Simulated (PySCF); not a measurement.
# F2H2Si: the cost of one run

Computed with PySCF 2.14.0. Level: levels as typed in each script, gas phase, geometry from GFN2-xTB.

**1. Starting geometry**

SMILES `F[SiH2]F`, 5 atoms, charge 0, spin multiplicity 1.

Bond lengths: F1–Si2 1.594 Å, Si2–F3 1.594 Å, Si2–H4 1.443 Å, Si2–H5 1.443 Å. Angles: F1–Si2–F3 103.0°, F1–Si2–H4 108.0°, F1–Si2–H5 107.9°, F3–Si2–H4 107.9°, F3–Si2–H5 108.0°, H4–Si2–H5 120.7°.

Geometry (Å):

| atom | x (Å) | y (Å) | z (Å) |
| --- | --- | --- | --- |
| F1 | 1.24718 | 0.50906 | 0.00027 |
| Si2 | 0.00000 | -0.48348 | 0.00000 |
| F3 | -1.24717 | 0.50907 | -0.00027 |
| H4 | -0.00240 | -1.19721 | 1.25387 |
| H5 | 0.00240 | -1.19720 | -1.25388 |

**2. Density, bond paths and surface potential (wB97X/def2-tzvp)**

The input, input.py:

```python
import numpy as np
from pyscf import gto, scf, dft
from pyscf.scf import atom_ks, atom_hf
from scipy.linalg import block_diag

def solve(mol, dm0=None, hcore=None):
    mf = (dft.UKS if mol.spin else dft.RKS)(mol, xc='wb97x')
    mf.grids.level = 3
    mf = mf.density_fit(auxbasis='def2-universal-jkfit')
    mf.conv_tol, mf.max_cycle = 1e-8, 80
    if hcore is not None:
        mf.get_hcore = lambda *args: hcore
    mf.kernel(dm0)
    if not mf.converged:
        mf = mf.newton().run(mf.mo_coeff, mf.mo_occ, max_cycle=30)
    assert mf.converged, 'SCF not converged'
    return mf

mol = gto.M(atom='''
F      1.24718     0.50906     0.00027
Si     0.00000    -0.48348     0.00000
F     -1.24717     0.50907    -0.00027
H     -0.00240    -1.19721     1.25387
H      0.00240    -1.19720    -1.25388
''', basis='def2-tzvp', charge=0, spin=0, verbose=4)
mf = solve(mol)
mf.analyze()
# spherically averaged free atoms, for the promolecule
atm = atom_ks.get_atm_nrks(mol, xc='wb97x')
pro = block_diag(*[(atm[a[0]][2] * atm[a[0]][3]) @ atm[a[0]][2].T for a in mol._atom])
np.savez('result.npz', e=mf.e_tot, c=mf.mo_coeff, occ=mf.mo_occ, eps=mf.mo_energy, pro=pro, dip=mf.dip_moment(verbose=0), s2=mf.spin_square()[0])
```

Command:

```
OMP_NUM_THREADS=1 python input.py
```

What time and memory should one allow on 1 thread of AMD EPYC, shared host?

About 13 s, with a peak of 0.45 GiB.
